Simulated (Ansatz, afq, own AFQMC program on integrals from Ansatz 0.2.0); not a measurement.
## Where AFQMC and coupled cluster stand for CH4⁺, doublet

```tsv
atom	x (Å)	y (Å)	z (Å)
C	0.0080	-0.0165	0.0166
H	0.3726	0.7335	0.7646
H	-0.3662	-0.7615	0.7648
H	-0.4815	0.9920	-1.0009
H	0.3798	-0.7677	-0.7266
```

Basis 6-31G. Noble-gas cores (and the filled d shells of Ga–Kr and In–Xe) are frozen. AFQMC by an in-house program on the Cholesky factors that Ansatz 0.2.0 writes for its CCSD(T) run. ph-AFQMC/CISD is guided by a CISD state made of CCSD amplitudes; releasing the constraint for a short imaginary time cuts its bias at the price of noise, slowly where states lie close. Error bars are statistical, one sigma.

Determinant: UHF, the one that the program's search chose, which needn't be the lowest solution. The geometry is a point of a scan.

Full CI on the same integrals is exact in this basis and with this determinant's frozen core.

```
T1 diagnostic                               : 0.0287
weight of the determinant in the CISD state : 0.928
⟨S²⟩ of the determinant                     : 0.778
size of the correlated space                : 7 electrons in 16 orbitals
```

```csv
level,correlation energy (eV)
MP2,-2.2611
CCSD,-2.8917
CCSD(T),-2.9425
```

Estimate where AFQMC with the constraint released lies against CCSD(T) on the same integrals.

0.39 ± 0.02 kcal/mol below CCSD(T).

Reference: full CI, correlation energy -2.961 eV. The released energy is read at 2.40 1/Eh (meV from the phaseless value at times in 1/Eh: -1.5 ± 1.8 at 0.24, -4.9 ± 1.1 at 0.51, -7.0 ± 1.9 at 0.99, -6.8 ± 0.9 at 1.62, -5.1 ± 0.9 at 2.40).

```json
{"level": "CCSD(T)", "E − E(reference) (kcal/mol)": "0.43", "share of correlation (%)": "99.37"}
{"level": "CCSDT", "E − E(reference) (kcal/mol)": "0.09", "share of correlation (%)": "99.87"}
{"level": "CCSDT(Q)", "E − E(reference) (kcal/mol)": "0.01", "share of correlation (%)": "99.98"}
{"level": "CCSDTQ", "E − E(reference) (kcal/mol)": "0.01", "share of correlation (%)": "99.99"}
{"level": "ph-AFQMC/HF", "E − E(reference) (kcal/mol)": "0.53 ± 0.43", "share of correlation (%)": "99.22"}
{"level": "ph-AFQMC/CISD", "E − E(reference) (kcal/mol)": "0.16 ± 0.06", "share of correlation (%)": "99.77"}
{"level": "released AFQMC", "E − E(reference) (kcal/mol)": "0.04 ± 0.02", "share of correlation (%)": "99.94"}
```

CCSDT and higher add their correlation energy to the determinant of the CCSD(T) run, since their own runs factorise the integrals more tightly (a shift of under 2 meV). A walk keeps the symmetry of its determinant, which the program's search chose and which needn't be the lowest solution, so a lower state of the same spin and another symmetry isn't excluded. Released energies are given only where the last usable release times agree within the noise; a slower fall can still hide under it.
